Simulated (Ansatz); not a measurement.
Correlation methods on OF, doublet

Program: Ansatz, Gaussian basis, development build; BCCD by scripts on PySCF. Nonrelativistic, STO-3G, 2 core orbitals frozen. Perturbation and coupled-cluster methods stand on the Hartree–Fock determinant that coupled cluster favours; RHF here means ROHF, with semicanonical perturbation theory. The state met can change along the bond. A minimal or small basis: far from the basis limit. The unrestricted determinant is a mixture of spins, so it may stand for another state.

Correlation energy of CCSD(T), then each method's total less that of CCSD(T), in eV:

| case | E corr CCSD(T) | CCSD | BCCD | BCCD(T) | determinant |
| --- | --- | --- | --- | --- | --- |
| 1.422 Å RHF | -2.061 | +0.032 | +0.082 | +0.018 | – |
| 1.422 Å UHF | -1.905 | +0.019 | +0.089 | +0.028 | ⟨S²⟩ = 0.909 |
| 1.692 Å RHF | -3.590 | +0.012 | +0.033 | +0.009 | – |
| 1.692 Å UHF | -1.082 | +0.004 | +0.056 | +0.038 | ⟨S²⟩ = 1.522 |
| 2.031 Å UHF | -0.225 | 0.000 | +0.002 | +0.001 | ⟨S²⟩ = 1.707 |
| 2.166 Å UHF | -0.112 | 0.000 | 0.000 | 0.000 | ⟨S²⟩ = 1.728 |
| 2.302 Å UHF | -0.055 | 0.000 | 0.000 | 0.000 | ⟨S²⟩ = 1.740 |
| 3.520 Å UHF | -0.002 | 0.000 | 0.000 | 0.000 | ⟨S²⟩ = 1.750 |

Task: How far does full CI lie from CCSD(T) in each case, and where is CCSD(T) within 1 kcal/mol (0.043 eV)?

Result: 1.422 Å RHF: -0.046 eV (outside); 1.422 Å UHF: -0.035 eV (within); 1.692 Å RHF: -0.030 eV (within); 1.692 Å UHF: -0.001 eV (within, spin-contaminated determinant); 2.031 Å UHF: 0.000 eV (within, spin-contaminated determinant); 2.166 Å UHF: 0.000 eV (within, spin-contaminated determinant); 2.302 Å UHF: 0.000 eV (within, spin-contaminated determinant); 3.520 Å UHF: 0.000 eV (within, spin-contaminated determinant).

Task: Which method comes nearest to full CI in total energy for 1.692 Å RHF?

Result: CCSD(T), 0.030 eV away; next BCCD(T) (0.039 eV), last BCCD (0.063 eV).

Several Brueckner solutions were met.
